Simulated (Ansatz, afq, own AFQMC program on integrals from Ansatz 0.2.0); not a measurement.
Integrals from Ansatz 0.2.0, then the random walk in our own AFQMC program (afq).

```yaml
crystal:
  periodic: [false, false, false]
  atoms:
    - {symbol: B, position_ang: [0.000000, -0.259146, 0.736593]}
    - {symbol: O, position_ang: [0.000000, 0.172743, -0.524557]}
    - {symbol: H, position_ang: [0.000000, 0.561181, 1.613338]}
    - {symbol: H, position_ang: [0.000000, -0.523632, -1.187432]}
basis:
  gaussian: {orbitals: cc-pVDZ}
magnetization: {spin_polarized: true, initial_magnetization: 1}
correlation: {method: ccsd_t, electrons: outside_noble_gas, hamiltonian_folder: ham}
```

```sh
$ ansatz run in.yaml --threads 1 --pin off --events-out ev --progress --plain --max-ram 1382MiB
```

afq runs on the folder ham with

```
--method phaseless --trial cisd --walkers 60 --populations 1 --least-time 40 --time-step 0.005 --steps-per-block 50 --equilibration-blocks 28 --max-blocks 300 --target-error 0.0004 --factor-cut 1e-05 --start spin_pure --seed 7576 --release-times 0.24,0.51,0.99,1.62,2.4 --release-step 0.03 --release-every 4 --taylor-order 6
```

Times are imaginary, in 1/Eh. The walk had a cap of 1172 s.

Output of the walk:

```
orbitals 36  electrons 6 5  factors 279 of 346
reference energy -100.69398634 Eh
CCSD correlation -0.27160211 Eh in 10 cycles, weight of the determinant in the CISD state 0.9102
energy of the start -100.965532 Eh
 block  time / (1/Eh)  mean weight  energy / Eh
     1     0.250  0.9984  -100.962940
     2     0.500  0.9983  -100.965595
     3     0.750  1.0004  -100.968653
     4     1.000  0.9984  -100.969389
     5     1.250  0.9980  -100.970588
     9     2.250  0.9984  -100.970273
    33     8.250  1.0013  -100.983879
    65    16.250  0.9982  -100.978910
    97    24.250  0.9982  -100.976722
   129    32.250  1.0001  -100.969429
   161    40.250  1.0006  -100.971950
   193    48.250  0.9974  -100.971202
   217    54.250  1.0018  -100.965146
   225    56.250  1.0019  -100.972342
   241    60.250  1.0004  -100.990052
   257    64.250  0.9998  -100.965930
   289    72.250  1.0014  -100.975026
   321    80.250  0.9974  -100.973757
blocks merged  error / Eh  count
     1  0.000284  300
     2  0.000311  150
     4  0.000349  75
     8  0.000398  37
    16  0.000380  18
    32  0.000312  9
released: time / (1/Eh)  energy / Eh  error  mean overlap
  0.24  -100.972695  0.000388  1.0022
  0.51  -100.972319  0.000424  1.0069
  0.99  -100.972506  0.000421  1.0171
  1.62  -100.973640  0.000552  1.0064
  2.40  -100.973874  0.000656  0.9807
energy -100.972927 +/- 0.000398 Eh
(rows thinned)
```

The run passed its tests (sampling time, drift between the halves within three errors, error under three times the target), which doesn't prove that it has relaxed.

Against this walk (error 10.8 meV) on the same determinant: CCSD(T) 25.3 meV higher, CCSDT(Q) 7.0 meV lower (within the noise). The error is statistical and leaves out the bias of the constraint. Released to 2.40 1/Eh the energy moves by -26 ± 21 meV (both errors), within twice the noise.

Cautions: constraint bias not in the error.

The walk took 7.8 min on 1 thread of Arm Neoverse V1, with other jobs on the host. The log's last line is the phaseless energy.

CCSDT and higher add their correlation energy to the determinant of the CCSD(T) run, since their own runs factorise the integrals more tightly (a shift of under 2 meV). A walk keeps the symmetry of its determinant, which the program's search chose and which needn't be the lowest solution, so a lower state of the same spin and another symmetry isn't excluded.
